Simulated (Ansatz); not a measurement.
**Where CCSD(T) holds and where it slips**

Each species is computed at the geometry given (Å), with frozen cores, in Ansatz 0.2.0: RHF-CCSD(T) for singlets, UHF-CCSD(T) otherwise, and full CI in the same basis. The program picks the determinant by a search with trial CCSD, so it needn't be the lowest Hartree–Fock solution. States: HSiBe quartet A'', BeMgH2 (H-bridged) singlet A', H2Se singlet A'. Cases whose determinant has another symmetry than full CI's state, or lies over 0.5 eV above the lowest of its kind, whose (Q) step broke down or whose higher cluster runs on it stay over 0.1 eV above full CI weren't drawn. No relativity is included.

Question: Judging by size, spin and bonding and the diagnostics given, rank them by the size of CCSD(T)'s error in total energy against full CI in the same basis, smallest first (an estimate).
A. HSiBe, quartet, 6-31G: Si -0.168 0.000 0.429; Be 0.490 0.000 -1.543; H 0.303 0.000 1.842. T1 0.024, (T) -38 meV in a correlation energy of -1.64 eV
B. H2Se, singlet, 6-31G: Se 0.000 -0.025 0.001; H 0.000 1.002 -1.047; H 0.000 0.920 0.965. T1 0.006, (T) -19 meV in a correlation energy of -1.95 eV
C. BeMgH$_{2}$ (H-bridged), singlet, 6-31G: Be 0.000 -0.064 1.914; Mg 0.000 -0.037 -0.657; H 0.000 1.049 1.032; H 0.000 0.410 -2.307. T1 0.038, (T) -56 meV in a correlation energy of -2.24 eV

Answer: B (4.7 meV), A (18.6 meV), C (32.6 meV).

```json
{"species": "H2Se, singlet", "basis": "6-31G", "correlated electrons": "8", "CCSD(T) − full CI (meV)": "4.7", "CCSDT(Q) − full CI (meV)": "0.1", "unpaired electrons (full CI)": "0.02", "T1": "0.006", "⟨S²⟩ of the determinant": "0.00"}
{"species": "HSiBe, quartet", "basis": "6-31G", "correlated electrons": "7", "CCSD(T) − full CI (meV)": "18.6", "CCSDT(Q) − full CI (meV)": "-0.2", "unpaired electrons (full CI)": "3.03", "T1": "0.024", "⟨S²⟩ of the determinant": "3.77"}
{"species": "BeMgH2 (H-bridged), singlet", "basis": "6-31G", "correlated electrons": "6", "CCSD(T) − full CI (meV)": "32.6", "CCSDT(Q) − full CI (meV)": "1.9", "unpaired electrons (full CI)": "0.39", "T1": "0.038", "⟨S²⟩ of the determinant": "0.00"}
```

Unpaired electrons are Σ n²(2−n)² over natural occupations; an open shell counts its own unpaired electrons too. Frozen cores follow each run's orbitals, which moves totals by a few meV. RHF is unstable for BeMgH2 (H-bridged), singlet in 6-31G: UHF reaches ⟨S²⟩ = 0.85.
